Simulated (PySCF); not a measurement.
# How methods differ on the ionisation energy of Ne

Ne [Ne] (1S) → Ne+ [He] 2s2 2p5 (2P), as a difference of total energies. Calculation: PySCF 2.14, in cc-pVDZ (3s2p1d, 14 functions); the non-relativistic Hamiltonian (point nucleus). Correlated levels: valence: 1s2 frozen. The calculations carry no spin-orbit coupling.

Q: Order these methods by the ionisation energy they give, lowest first.
A. CCSD(T) (valence)
B. r2SCAN
C. SCS-MP2 (valence)
D. UHF

A: D (19.668 eV), A (20.890 eV), C (20.950 eV), B (21.242 eV).

Errors of the correlated levels include the incompleteness of this basis and the frozen core.

For comparison: 21.597 eV (measured; NIST levels, between the centres of gravity of the two terms).
